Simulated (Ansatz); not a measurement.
## Lattice constant a of some fcc solids

Method: r²SCANh in Ansatz (plane waves, PAW). References are measured values corrected to a static lattice. The table is a random draw of 6 from 12 solids with such references.

Values in Å.

```csv
solid,reference,r²SCANh,error (%)
fcc Ni,3.508,3.478,-0.86
fcc Au,4.062,4.119,+1.40
fcc Ag,4.062,4.108,+1.13
fcc Ir,3.831,3.831,0.00
fcc Pb,4.902¶,4.995,+1.90
fcc Cu,3.595¶,3.583,-0.33
```

Over these 6 solids the mean error is +0.54 %, the mean absolute error 0.94 % (median 0.99 %), and the worst case fcc Pb at +1.90 %; the value is above the reference in 3 of 6 cases. Over all 12, from unrounded values, the mean error is +0.43 % and the mean absolute error 0.81 % (median 0.74 %).

All these references are brought to a static lattice.

Spin–orbit coupling is left out, also for the solids with elements from indium on (fcc Au, fcc Ir, fcc Pb); its size isn't shown.

¶ marks references of a special kind: fcc Pb, 4.902 Å (measured, low-temperature or extrapolated to 0 K; zero-point anharmonic expansion removed, our sources range from 4.902 to 4.912; as tabulated in Csonka et al. (2009), arXiv:0903.4037); fcc Cu, 3.595 Å (measured, low-temperature or extrapolated to 0 K; zero-point anharmonic expansion removed; as tabulated in Csonka et al. (2009), arXiv:0903.4037).

Exact exchange on metals is sensitive to the k mesh.

Differences are worked out from the printed values.

Ansatz's density-functional and Hartree–Fock values are scalar-relativistic unless marked +SOC, with PAW data made under PBE.

Ansatz's runs of these crystals have no spin polarisation, but for fcc Ni. Meta-GGAs and exact exchange favour moments, which can bear on fcc Ni.

Density-functional runs with spin start from parallel moments for fcc Ni.

Of the class's solids with a reference value and a result at some level, none was set aside. At least 1 more with a reference value is held back for tests. Solids without a released value at any level aren't counted. Layered and molecular crystals are counted apart. The metals Ce to Yb are counted apart.

References as tabulated in Mejia-Rodriguez and Trickey (2018), arXiv:1807.09216; Csonka et al. (2009), arXiv:0903.4037.

Ansatz is a program for electronic structure.
